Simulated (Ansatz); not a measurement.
Relaxation of C₂H₆Si (9 atoms, charge 0, multiplicity 1), to a largest force component of 0.015 eV/Å in at most 40 steps.

Method: RKS r2SCAN-D4/def2-SVP (Ansatz).

```xyz
9
Properties=species:S:1:pos:R:3:forces:R:3
C -0.523 1.110 -0.826 -0.20 3.44 -0.31
Si 0.712 -0.168 -0.755 2.74 -1.21 -1.85
C 0.568 -1.175 0.770 2.76 0.89 2.00
H -1.505 0.739 -0.817 -2.13 -0.88 0.23
H -0.477 1.731 -1.776 0.25 -0.67 0.81
H -0.483 1.864 0.004 0.00 -0.37 -0.15
H -0.344 -1.674 0.863 -2.15 -1.17 0.39
H 1.413 -1.934 0.800 -0.88 0.61 -0.14
H 0.729 -0.540 1.719 -0.39 -0.64 -0.98
```

**Question.** Where does it end, and by what steps?

**Answer.** The run converged. After 19 steps the energy has fallen by 0.609 eV; H6 moved furthest, 0.56 Å.

```tsv
step	energy less start (eV)	largest force component (eV/Å)	accepted
0	0.0000	3.443	yes
1	-0.4973	1.570	yes
2	-0.5857	0.312	yes
3	-0.5924	0.266	yes
4	-0.5990	0.024	yes
5	-0.5996	0.019	yes
6	-0.5999	0.019	yes
7	-0.5981	0.235	no
8	-0.6015	0.019	yes
9	-0.6021	0.153	yes
10	-0.6040	0.082	yes
11	-0.6067	0.050	yes
12	-0.6071	0.018	yes
13	-0.6071	0.020	yes
14	-0.6041	0.228	no
15	-0.6067	0.092	no
16	-0.6076	0.016	yes
17	-0.6081	0.091	yes
18	-0.6080	0.044	no
19	-0.6087	0.004	yes
```

```xyz
9
Properties=species:S:1:pos:R:3
C -0.529 1.051 -0.809
Si 0.905 -0.201 -0.922
C 0.606 -1.073 0.747
H -1.427 0.479 -1.127
H -0.439 1.903 -1.500
H -0.747 1.418 0.209
H -0.455 -1.166 1.039
H 1.103 -2.051 0.842
H 1.073 -0.406 1.502
```

Whether the end is a true minimum wasn't checked by a vibrational analysis.

The run took 71 s on 1 thread of Arm Neoverse V1 (shared host), peak memory 0.15 GiB.
